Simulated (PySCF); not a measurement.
`C#CC=S` (thiopropynal). Method used: BHandHLYP/def2-TZVP geometry optimisation, gas phase (PySCF 2.14.0).

```
atom  x, y, z in Å
C1     1.5457   -0.1629   -0.0577
C2     0.3638   -0.0139   -0.0137
C3    -1.0288    0.2016    0.0440
S4    -2.1483   -0.9443   -0.0791
H5     2.5906   -0.3123   -0.0989
H6    -1.3198    1.2337    0.1839
```

Problem. Which two atoms are farthest apart?

Solution. S4···H5, 4.78 Å; the next longest distance is 4.21 Å.

Problem. Work out the bond lengths C1≡C2, C1–H5, C2–C3, C3=S4, C3–H6 in bohr.

Solution. For C1≡C2 the difference vector is (-1.1819, 0.1490, 0.0440) Å, of length 1.1921 Å. 1 bohr = 0.529177 Å. C1≡C2 2.253; C1–H5 1.996; C2–C3 2.665; C3=S4 3.036; C3–H6 2.044 bohr.

Problem. How far are the heavy atoms from their best plane (unweighted least squares)?

Solution. 0.000 Å rms; none is more than 0.001 Å off.

Problem. What is the repulsion energy of the bare nuclei, Σ ZA·ZB/RAB?

Solution. 117.07 Eh over 15 pairs, with full nuclear charges and distances in bohr; the largest single term is 31.62 Eh (C3 with S4).

Problem. Where is the centre of mass (commonest isotopes), and what is the radius of gyration?

Solution. Mass 69.988 u; centre at (-0.812, -0.414, -0.040) Å; Rg = √(Σ m r²/M) = 1.568 Å. As Ia + Ib + Ic = 2 Σ m r², the three principal moments sum to 344.1 u·Å².

Problem. How far apart are these pairs, which share no bond: C1···C3, C1···S4, C1···H6, C2···S4, C2···H5, C2···H6, C3···H5?

Solution. C1···C3 2.602 Å (2 bonds apart); C1···S4 3.776 Å (3 bonds apart); C1···H6 3.197 Å (3 bonds apart); C2···S4 2.680 Å (2 bonds apart); C2···H5 2.248 Å (2 bonds apart); C2···H6 2.105 Å (2 bonds apart); C3···H5 3.658 Å (3 bonds apart).

Problem. What are the angles C2–C1–H5, C1–C2–C3, S4–C3–H6, C2–C3–S4, C2–C3–H6?

Solution. From the scalar product of the two bond vectors; for C2–C1–H5 it is -1.2590 Å² over 1.1921 × 1.0563 Å², cos θ = -0.999860. C2–C1–H5 179.0°; C1–C2–C3 178.4°; S4–C3–H6 120.2°; C2–C3–S4 125.2°; C2–C3–H6 114.6°.

No BHandHLYP/def2-TZVP frequencies stand behind this structure, so it isn't proved a minimum.
